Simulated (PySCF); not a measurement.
**Löwdin shares of the frontier orbitals**

Species: dimethylphosphine, C2H7P.
Structure used (PBE0-D3(BJ)/def2-SVP), in Å, numbered top down from 1:
```xyz
10
C2H7P angstrom
C      1.3667    0.2082   -0.1315
P      0.1951   -0.3993    1.1711
C     -1.4114    0.1901    0.4566
H      2.3639   -0.2226    0.0434
H      1.4595    1.3016   -0.0444
H      1.0463   -0.0375   -1.1556
H      0.1059   -1.7493    0.7078
H     -2.2466   -0.2516    1.0205
H     -1.5310   -0.0556   -0.6097
H     -1.4738    1.2827    0.5754
```

Level of theory: TDDFT PBE0/def2-SVPD, vertical, gas phase, core orbitals frozen in the response in PySCF.

Frontier orbitals with the atoms that hold most of them (Löwdin shares over 4%, at most four atoms; ? is withheld):

```json
{"orbital": "HOMO-3", "ε (eV)": "-11.19", "atoms": "C1 26%, C3 26%, H5 11%, H10 11%"}
{"orbital": "HOMO-2", "ε (eV)": "-9.53", "atoms": "P2 30%, H7 23%, C1 16%, C3 16%"}
{"orbital": "HOMO-1", "ε (eV)": "-9.46", "atoms": "?"}
{"orbital": "HOMO", "ε (eV)": "-6.69", "atoms": "?"}
{"orbital": "LUMO", "ε (eV)": "0.53", "atoms": "P2 23%, C3 17%, C1 17%, H7 11%"}
{"orbital": "LUMO+1", "ε (eV)": "0.84", "atoms": "P2 26%, C3 16%, C1 16%, H7 9%"}
{"orbital": "LUMO+2", "ε (eV)": "1.77", "atoms": "P2 25%, H7 21%, H10 10%, H5 10%"}
```

**Question.** Which atoms hold the HOMO-1, and with what shares?

**Answer.** C3 (bonded to P and 3 H) 27%; C1 (bonded to P and 3 H) 27%; P2 (bonded to 2 C and H) 23%; H4 (bonded to C) 8%. By element: carbon 53%, phosphorus 23%, hydrogen 8% or more.

**Question.** Which atoms hold the HOMO, and with what shares?

**Answer.** P2 (bonded to 2 C and H) 63%; C1 (bonded to P and 3 H) 11%; C3 (bonded to P and 3 H) 11%; H7 (bonded to P) 7%. By element: phosphorus 63%, carbon 23%, hydrogen 7% or more.

**Question.** The HOMO–LUMO gap is 7.23 eV. Where does the response calculation put the lowest singlet, and from which orbitals?

**Answer.** S1 is at 6.09 eV (f = 0.033), 1.14 eV below the gap, made of HOMO→LUMO (98%). 

**Question.** Give energy, strength and leading configuration of S1, S2 and S8, and follow the Löwdin shares of the leading atoms from the occupied to the empty orbital.

**Answer.** 
- S1 (6.09 eV, f 0.033), HOMO→LUMO (98%): P2 63% → 23%, C1 11% → 17%, C3 11% → 17%
- S2 (6.37 eV, f 0.074), HOMO→LUMO+1 (98%): P2 63% → 26%, C1 11% → 16%, C3 11% → 16%
- S8 (8.65 eV, f 0.019), HOMO-1→LUMO (86%): C3 27% → 17%, C1 27% → 17%, P2 23% → 23%

Löwdin shares depend on the basis, the more so with diffuse functions.
